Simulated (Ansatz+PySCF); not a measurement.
Results of a calculation; reference values are marked as such.
Several solutions for singlet LiH2F in separate pieces

```xyz
4

Li    0.0000    0.0000   -0.3995
H     0.0000    0.0000    1.1984
H    10.0000    0.0000   -0.8282
F    10.0000    0.0000    0.0920
```

Basis set: STO-3G (spherical functions). Charge 0, multiplicity 1.

CASSCF(4,4) was run from several starts with Ansatz (development build ahead of 0.2.0) and PySCF 2.14.0. The starts are those of the Hartree–Fock orbitals from which the active space was taken at the frontier.

```tsv
run	program	start	converged	energy (hartree)	<S²>
A	Ansatz	search for the lowest state	yes	-106.47634	0.00
B	Ansatz	stability test followed	yes	-106.45268	0.00
C	Ansatz	atomic start, no search	yes	-106.45268	0.00
D	PySCF	program defaults	yes	-106.45268	0.00
```

Task: Which runs reached the lowest solution of this kind, and what is wrong with the others?

Result: A reached the lowest solution found. Converged but too high: B by 0.64 eV, C by 0.64 eV, D by 0.64 eV. Convergence only shows a stationary point; in CASSCF the end hangs on which orbitals enter the active space. Caution: other starts end on other solutions of this active space.
